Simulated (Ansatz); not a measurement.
```yaml
crystal:
  periodic: [false, false, false]
  atoms:
    - {symbol: C, position_ang: [0.000000, 0.000000, 0.000000]}
    - {symbol: As, position_ang: [0.000000, 0.000000, 1.813500]}
basis:
  gaussian: {orbitals: def2-TZVPD}
total_charge: -1
hamiltonian: {xc: pbe0}
relax: {f_tol: 0.004, max_steps: 80}
```

```sh
$ ansatz run in.yaml --threads 1 --pin off --events-out ev --progress --plain --max-ram 2176MiB
```

Steps of the relaxation (energy above the last step; positions in Å, forces in eV/Å):

```
2
step 1, 205.6 meV
C     0.000    0.000    0.000    0.000    0.000    3.419
As    0.000    0.000    1.813    0.000    0.000   -3.419
```

```
2
step 2, 14.9 meV
C     0.000    0.000    0.041    0.000    0.000    1.050
As    0.000    0.000    1.772    0.000    0.000   -1.050
```

```
2
step 3, 0.3 meV
C     0.000    0.000    0.057    0.000    0.000   -0.162
As    0.000    0.000    1.757    0.000    0.000    0.162
```

```
2
step 4, 0.0 meV
C     0.000    0.000    0.055    0.000    0.000    0.003
As    0.000    0.000    1.759    0.000    0.000   -0.003
```

Close pairs at the end: C1–As2 1.704 Å.

A stationary point of restricted PBE0 after 4 steps (its stability towards spin polarisation wasn't tested). 8 s on 1 thread of Arm Neoverse V1, shared host.
